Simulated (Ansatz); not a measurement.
Born–Oppenheimer molecular dynamics of H₄OSi (6 atoms, charge 0, multiplicity 1). It starts at the highest image of a converged band. Of that band: Neighbouring images differ by up to 1.3 eV, so the band resolves the path poorly. A vibrational analysis at the climbing image gives one clearly imaginary mode, 1321i cm⁻¹: a first-order saddle point.

These are results of UKS r2SCAN-D4/def2-SVP in Ansatz, not measurements.

```
ensemble                      : NVE (velocity Verlet)
time step                     : 0.5 fs
steps asked                   : 200
starting velocities drawn for : 300 K
seed                          : 5124
```

First frame:

```xyz
6
Properties=species:S:1:pos:R:3
Si -0.127 -0.243 0.384
H -0.114 0.867 -1.009
O 1.343 -0.690 0.002
H 0.685 0.369 -0.900
H -1.347 -1.035 0.053
H -0.441 0.731 1.470
```

(1) What does the run give?

(2) What happens to the structure?

(3) How do temperature and energy run in time?

## Answers

(1) All steps were run.

* steps done: 200
* time covered: 100 fs
* mean temperature over the second half: 1410 K
* spread of the potential energy over the second half: 8.6 meV per atom
* mean potential energy of the second half above the start: -95.6 meV per atom

The conserved energy stayed within 0.12 meV per atom of its start (net change -0.011 meV per atom), so the integration is sound. The system heated up, since it started high on the potential surface and ran downhill. A run of 0.1 ps of so small a system gives no equilibrium averages. The orbitals stay closed-shell, which can raise the energy where a bond breaks towards radicals; this wasn't checked here.

(2) The step under study would form H2–H4 and break Si1–H2, O3–H4. These pairs go: H2–H4 0.95 → 0.76 Å, Si1–H2 1.78 → 7.76 Å, O3–H4 1.54 → 9.30 Å. In the last frame they stand as after the step (other bonds may differ from the relaxed reactants and products). Also parted: Si1–H4 1.64 → 8.38 Å. It ends as H2 + H2OSi. Pairs count as bonded within 1.25 times the sum of covalent radii (0.12 Å more for H–H). Another seed would give other details.

(3) 
```csv
time (fs),T (K),potential energy less start (eV),conserved less start (meV/atom)
0.0,300,0.000,0.00
8.0,196,0.054,0.05
16.0,1081,-0.404,-0.03
24.0,1421,-0.580,0.01
32.0,1509,-0.625,0.04
40.0,1434,-0.586,0.04
48.0,1395,-0.566,0.08
56.0,1471,-0.605,0.05
64.0,1228,-0.479,0.11
72.0,1523,-0.632,0.06
80.0,1278,-0.505,0.10
88.0,1387,-0.561,0.06
96.0,1420,-0.579,0.06
```

Run time: 4.6 min on 2 threads of Arm Neoverse V1, on a shared host, peak memory 0.14 GiB.
